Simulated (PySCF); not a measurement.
Record of a relaxation.

C₂H₂N₂OS.
SMILES with atom numbers: `[SH:1][c:2]1[cH:3][n:4][n:5][o:6]1` (hydrogens: H7 on S1; H8 on C3)

Method: PySCF 2.14.0, PBE0-D3(BJ)/def2-SVP geometry optimisation, gas phase; density fitting, grid level 1; the optimiser is geomeTRIC in internal coordinates, started from a GFN2-xTB structure. 9 of its 10 geometries are shown. The frame can shift and turn from step to step; on so coarse a grid that alone can change the energy by a few meV, and forces under 0.02 eV/Å are noise.

Step 0: E = -17946.2114 eV, largest atomic force 1.334 eV/Å
```
atom  x, y, z in Å  |  force x, y, z in eV/Å
S1      2.042    0.512    0.020   -0.034   0.500  -0.031
C2      0.370    0.072    0.002   -0.275   0.073  -0.009
C3     -0.790    0.817   -0.073    1.134  -0.506   0.061
N4     -1.802   -0.072   -0.046   -0.404  -0.051  -0.005
N5     -1.371   -1.237    0.036   -0.794  -1.072   0.039
O6      0.013   -1.213    0.070    0.304   0.804  -0.041
H7      2.478   -0.744    0.108    0.166  -0.456   0.032
H8     -0.932    1.873   -0.141   -0.097   0.708  -0.045
```

Step 1: E = -17946.2213 eV, largest atomic force 0.606 eV/Å
```
atom  x, y, z in Å  |  force x, y, z in eV/Å
S1      1.930    0.605   -0.599    0.058  -0.085  -0.082
C2      0.330    0.101   -0.156    0.208  -0.132   0.183
C3     -0.680    0.742    0.509   -0.387   0.230  -0.405
N4     -1.701   -0.160    0.592   -0.061  -0.015   0.096
N5     -1.390   -1.259    0.089   -0.001   0.134  -0.018
O6     -0.077   -1.129   -0.422    0.119  -0.147   0.028
H7      2.394   -0.658   -0.766   -0.059   0.134  -0.025
H8     -0.797    1.786    0.790    0.122  -0.119   0.224
```

Step 2: E = -17946.2424 eV, largest atomic force 0.264 eV/Å
```
atom  x, y, z in Å  |  force x, y, z in eV/Å
S1      1.934    0.604   -0.598   -0.019   0.039  -0.004
C2      0.336    0.097   -0.146    0.022  -0.065   0.190
C3     -0.696    0.749    0.480   -0.035   0.163  -0.104
N4     -1.713   -0.153    0.580    0.124   0.004  -0.234
N5     -1.393   -1.252    0.084   -0.044  -0.198   0.161
O6     -0.062   -1.142   -0.391   -0.095   0.078  -0.057
H7      2.393   -0.652   -0.784   -0.015   0.001  -0.033
H8     -0.790    1.778    0.813    0.062  -0.023   0.081
```

Step 3: E = -17946.2433 eV, largest atomic force 0.334 eV/Å
```
atom  x, y, z in Å  |  force x, y, z in eV/Å
S1      1.935    0.606   -0.576   -0.065   0.038   0.048
C2      0.341    0.085   -0.122    0.012   0.088  -0.073
C3     -0.706    0.763    0.452    0.065  -0.316  -0.084
N4     -1.724   -0.141    0.531   -0.033  -0.067   0.287
N5     -1.388   -1.264    0.105   -0.131   0.187  -0.222
O6     -0.055   -1.157   -0.363    0.145   0.092   0.154
H7      2.382   -0.640   -0.824    0.046  -0.089  -0.033
H8     -0.776    1.775    0.835   -0.039   0.067  -0.077
```

Step 4: E = -17946.2506 eV, largest atomic force 0.102 eV/Å
```
atom  x, y, z in Å  |  force x, y, z in eV/Å
S1      1.938    0.605   -0.574   -0.008   0.003   0.030
C2      0.343    0.090   -0.121   -0.028  -0.047  -0.037
C3     -0.703    0.757    0.461   -0.019  -0.013   0.051
N4     -1.721   -0.147    0.550   -0.048   0.027  -0.009
N5     -1.393   -1.259    0.091    0.038   0.078   0.032
O6     -0.054   -1.150   -0.364    0.081  -0.049  -0.038
H7      2.384   -0.645   -0.826   -0.006  -0.005  -0.018
H8     -0.784    1.778    0.820   -0.010   0.007  -0.010
```

Step 6: E = -17946.2520 eV, largest atomic force 0.064 eV/Å
```
atom  x, y, z in Å  |  force x, y, z in eV/Å
S1      1.943    0.602   -0.550    0.016  -0.009   0.016
C2      0.345    0.086   -0.112    0.008   0.013  -0.011
C3     -0.704    0.757    0.462    0.005  -0.001  -0.003
N4     -1.723   -0.145    0.544    0.025  -0.016  -0.012
N5     -1.391   -1.258    0.091   -0.053  -0.032   0.015
O6     -0.047   -1.154   -0.354    0.005   0.039   0.012
H7      2.374   -0.642   -0.855   -0.006   0.007  -0.012
H8     -0.789    1.781    0.811    0.001  -0.002  -0.004
```

Step 7: E = -17946.2531 eV, largest atomic force 0.095 eV/Å
```
atom  x, y, z in Å  |  force x, y, z in eV/Å
S1      1.964    0.589   -0.496    0.000   0.018   0.015
C2      0.353    0.085   -0.093   -0.076  -0.024  -0.020
C3     -0.708    0.759    0.456    0.007   0.017   0.021
N4     -1.727   -0.143    0.530   -0.006   0.014   0.036
N5     -1.390   -1.261    0.096    0.043   0.061  -0.031
O6     -0.036   -1.157   -0.328    0.045  -0.083  -0.012
H7      2.352   -0.633   -0.920   -0.003  -0.010  -0.003
H8     -0.799    1.787    0.793   -0.009   0.007  -0.007
```

Step 8: E = -17946.2534 eV, largest atomic force 0.074 eV/Å
```
atom  x, y, z in Å  |  force x, y, z in eV/Å
S1      1.968    0.586   -0.477    0.009  -0.008  -0.003
C2      0.353    0.081   -0.088    0.010   0.031  -0.006
C3     -0.707    0.761    0.455    0.014  -0.072  -0.003
N4     -1.726   -0.142    0.530   -0.060   0.006  -0.002
N5     -1.391   -1.261    0.095    0.016   0.033   0.027
O6     -0.033   -1.162   -0.322    0.007   0.013  -0.011
H7      2.344   -0.625   -0.940    0.007  -0.001  -0.002
H8     -0.800    1.791    0.785   -0.003  -0.003   0.000
```

Step 9: E = -17946.2535 eV, largest atomic force under 0.02 eV/Å
```
atom  x, y, z in Å  |  force x, y, z in eV/Å
S1      1.967    0.587   -0.483    0.002   0.000   0.000
C2      0.353    0.083   -0.091   -0.002   0.005  -0.004
C3     -0.707    0.760    0.456    0.006  -0.009   0.002
N4     -1.727   -0.142    0.531   -0.009  -0.001   0.001
N5     -1.390   -1.260    0.096    0.004   0.006   0.001
O6     -0.034   -1.160   -0.325    0.000  -0.002   0.000
H7      2.348   -0.628   -0.932   -0.001   0.000  -0.001
H8     -0.800    1.789    0.787   -0.001   0.000   0.000
```

**Question.** Summarise the path.

**Answer.** The energy falls by 0.97 kcal/mol from step 0 to step 9; nine tenths of that is first reached at step 4. It falls at every step. The largest force goes from 1.334 to under 0.02 eV/Å. Among the bonds N5–O6 changes most, from 1.385 to 1.424 Å; the atoms move by 0.017 Å rms after alignment.

**Question.** Follow the three bonds and two angles with the largest change from start to end.

**Answer.** 
```json
{"step": "0", "E above end (kcal/mol)": "0.97", "largest force (eV/Å)": "1.334", "N5–O6 (Å)": "1.385", "C3–H8 (Å)": "1.068", "S1–H7 (Å)": "1.333", "N4–N5–O6 (°)": "109.4", "C3–N4–N5 (°)": "111.0"}
{"step": "1", "E above end (kcal/mol)": "0.74", "largest force (eV/Å)": "0.606", "N5–O6 (Å)": "1.415", "C3–H8 (Å)": "1.088", "S1–H7 (Å)": "1.356", "N4–N5–O6 (°)": "107.2", "C3–N4–N5 (°)": "111.8"}
{"step": "2", "E above end (kcal/mol)": "0.26", "largest force (eV/Å)": "0.264", "N5–O6 (Å)": "1.418", "C3–H8 (Å)": "1.086", "S1–H7 (Å)": "1.350", "N4–N5–O6 (°)": "107.8", "C3–N4–N5 (°)": "111.2"}
{"step": "3", "E above end (kcal/mol)": "0.24", "largest force (eV/Å)": "0.334", "N5–O6 (Å)": "1.418", "C3–H8 (Å)": "1.084", "S1–H7 (Å)": "1.347", "N4–N5–O6 (°)": "107.3", "C3–N4–N5 (°)": "112.1"}
{"step": "4", "E above end (kcal/mol)": "0.07", "largest force (eV/Å)": "0.102", "N5–O6 (Å)": "1.419", "C3–H8 (Å)": "1.085", "S1–H7 (Å)": "1.350", "N4–N5–O6 (°)": "107.3", "C3–N4–N5 (°)": "111.8"}
{"step": "5", "E above end (kcal/mol)": "0.05", "largest force (eV/Å)": "0.126", "N5–O6 (Å)": "1.419", "C3–H8 (Å)": "1.086", "S1–H7 (Å)": "1.351", "N4–N5–O6 (°)": "107.7", "C3–N4–N5 (°)": "111.5"}
{"step": "6", "E above end (kcal/mol)": "0.04", "largest force (eV/Å)": "0.064", "N5–O6 (Å)": "1.420", "C3–H8 (Å)": "1.086", "S1–H7 (Å)": "1.351", "N4–N5–O6 (°)": "107.5", "C3–N4–N5 (°)": "111.7"}
{"step": "7", "E above end (kcal/mol)": "0.01", "largest force (eV/Å)": "0.095", "N5–O6 (Å)": "1.423", "C3–H8 (Å)": "1.085", "S1–H7 (Å)": "1.350", "N4–N5–O6 (°)": "107.2", "C3–N4–N5 (°)": "111.9"}
{"step": "8", "E above end (kcal/mol)": "0.00", "largest force (eV/Å)": "0.074", "N5–O6 (Å)": "1.424", "C3–H8 (Å)": "1.086", "S1–H7 (Å)": "1.350", "N4–N5–O6 (°)": "107.3", "C3–N4–N5 (°)": "112.0"}
{"step": "9", "E above end (kcal/mol)": "0.00", "largest force (eV/Å)": "under 0.02", "N5–O6 (Å)": "1.424", "C3–H8 (Å)": "1.086", "S1–H7 (Å)": "1.350", "N4–N5–O6 (°)": "107.3", "C3–N4–N5 (°)": "111.9"}
```

What follows is the cost of the whole optimisation. On one thread, Arm Neoverse V1 (aarch64), no GPU, shared host with 32 logical CPUs at a one-minute load of 19, this took 26 s and 0.54 GiB of memory at its peak.
